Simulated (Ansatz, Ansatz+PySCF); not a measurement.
Two shapes of doublet CH4B.

Shape 1:

```xyz
6

C     0.7133    0.0000    0.0000
B    -0.8130    0.0000    0.0000
H     1.3075   -0.9074   -0.0836
H     1.3075    0.9074    0.0836
H    -1.4150    1.0272   -0.0738
H    -1.4150   -1.0272    0.0739
```

Shape 2:

```xyz
6

C     0.0000    0.0000   -0.7624
B     0.0000    0.0000    0.7639
H    -0.0836   -0.9074   -1.3565
H     0.0836    0.9074   -1.3565
H    -0.0726    1.0100    1.3558
H     0.0726   -1.0100    1.3558
```

Basis set: cc-pVTZ (spherical functions). Left uncorrelated: 2 orbitals. Correlation on ROHF uses semicanonical orbitals with singles. Charge 0, multiplicity 2.

Computed with Ansatz (development build ahead of 0.2.0) and PySCF 2.14.0; each method stands on the lowest determinant of its kind that the runs found.

(1) Which shape is lower in energy, and by how much in each method?

Answers

(1)

```
      method  E(2) − E(1) (eV)
        ROHF             0.008
         UHF             0.008
    ROHF-MP2             0.007
     UHF-MP2             0.007
ROHF-CCSD(T)             0.011
```

Shape 1 is lower.
